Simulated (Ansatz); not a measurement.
# HO+ (triplet): wave-function methods side by side, def2-TZVPP

An exercise on one series of results from a longer session: the logs are not shown, and one member is left open.

Computed with Ansatz 0.2.0, Gaussian basis. Level: def2-TZVPP, core rule «outside noble gas», up to 1 orbitals frozen.

The runs, in order: UHF; ROHF; CCSD(T) on UHF.

2 further runs of the same task are left out: 2 set aside as unsound or not needed.

## The system

The geometry is a PBE0/def2-TZVP stationary point (not a proven minimum) of the parent state, kept for this charge and spin.

2 atoms, charge 1, spin multiplicity 3.

Atoms are counted from 1 here; the program's logs count them from 0.

Bond lengths: O1–H2 0.973 Å.

The first run:

File in.yaml:

```yaml
crystal:
  periodic: [false, false, false]
  atoms:
    - {symbol: O, position_ang: [0.000000, 0.000000, 0.000000]}
    - {symbol: H, position_ang: [0.000000, 0.000000, 0.973108]}
basis:
  gaussian: {orbitals: def2-TZVPP}
total_charge: 1
magnetization: {spin_polarized: true, initial_magnetization: 2}
hamiltonian: {xc: hf}
output: {orbitals: {seedname: orbitals}}
```

On the command line:

```bash
$ ansatz run in.yaml --threads 1 --pin off --events-out ev --progress --plain --max-ram 4096MiB --backend cpu
```

Among the steps run: UHF; ROHF; CCSD(T) on UHF.

One of the session's tables, all rows but one given; the rest of the session is left out.

It belongs to the step «Misses and costs». 

```
  method  from UCCSD(T) (kJ/mol)
    ROHF                  +448.0
     UHF                       ?
    UMP2                   +55.3
   UCCSD                    +7.4
UCCSD(T)                       0
```

Estimate the missing values for UHF.

**Answer.** from UCCSD(T) (kJ/mol): +426.0. In the column «from UCCSD(T) (kJ/mol)» it lies between UMP2 (+55.3) and ROHF (+448.0).
